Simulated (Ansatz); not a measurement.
# C4H9FS: the cost of one run

All numbers below are computed with Ansatz 0.2.0 (RKS PBE/6-31G).

## Step 1: The starting structure

Bond lengths: C1–S2 1.875 Å, S2–C3 1.811 Å, C3–C4 1.573 Å, C3–C5 1.498 Å, C3–F6 1.391 Å, C1–H7 1.078 Å, C1–H8 1.046 Å, C1–H9 1.115 Å, C4–H10 1.043 Å, C4–H11 1.059 Å, C4–H12 1.112 Å, C5–H13 1.135 Å, C5–H14 1.095 Å, C5–H15 1.117 Å. Angles (14 of 25 angles, heavy atoms first): C1–S2–C3 99.7°, S2–C3–C4 113.3°, S2–C3–C5 111.0°, S2–C3–F6 109.3°, C4–C3–C5 111.7°, C4–C3–F6 104.1°, C5–C3–F6 107.0°, S2–C1–H7 108.8°, S2–C1–H8 106.1°, S2–C1–H9 106.7°, C3–C4–H10 109.9°, C3–C4–H11 109.6°, C3–C4–H12 105.8°, C3–C5–H13 113.9°.

As a file:

```xyz
15

C    -0.0867   -2.3204    0.5983
S    -1.2390   -0.9186    0.1245
C    -0.0581    0.4546    0.1088
C     0.8408    0.4871   -1.1813
C    -0.7526    1.7629    0.3334
F     0.8502    0.2930    1.1503
H     0.6897   -2.3971   -0.1452
H    -0.6750   -3.1857    0.6159
H     0.2997   -2.0865    1.6182
H     1.4940    1.2995   -1.1392
H     1.3409   -0.4398   -1.2882
H     0.1403    0.6203   -2.0351
H    -1.5250    2.0150   -0.4594
H    -0.0627    2.6092    0.4099
H    -1.2785    1.7556    1.3184
```

## Step 2: Relaxing end A

input.yaml

```yaml
crystal:
  periodic: [false, false, false]
  atoms:
    - { symbol: C, position_ang: [-0.0867, -2.3204, 0.5983] }
    - { symbol: S, position_ang: [-1.239, -0.9186, 0.1245] }
    - { symbol: C, position_ang: [-0.0581, 0.4546, 0.1088] }
    - { symbol: C, position_ang: [0.8408, 0.4871, -1.1813] }
    - { symbol: C, position_ang: [-0.7526, 1.7629, 0.3334] }
    - { symbol: F, position_ang: [0.8502, 0.293, 1.1503] }
    - { symbol: H, position_ang: [0.6897, -2.3971, -0.1452] }
    - { symbol: H, position_ang: [-0.675, -3.1857, 0.6159] }
    - { symbol: H, position_ang: [0.2997, -2.0865, 1.6182] }
    - { symbol: H, position_ang: [1.494, 1.2995, -1.1392] }
    - { symbol: H, position_ang: [1.3409, -0.4398, -1.2882] }
    - { symbol: H, position_ang: [0.1403, 0.6203, -2.0351] }
    - { symbol: H, position_ang: [-1.525, 2.015, -0.4594] }
    - { symbol: H, position_ang: [-0.0627, 2.6092, 0.4099] }
    - { symbol: H, position_ang: [-1.2785, 1.7556, 1.3184] }
basis:
  gaussian: { orbitals: "6-31G" }
hamiltonian:
  xc: pbe
relax:
  f_tol: 0.015
  max_steps: 40
```

Started as:

```console
$ ansatz run input.yaml --threads 1 --pin off --max-ram 2048MiB --backend cpu --events-out ev --progress --plain --runs-dir out
```

What time and memory should one allow on 1 thread of Arm Neoverse V1, shared host?

About 54 s, with a peak of 0.14 GiB.
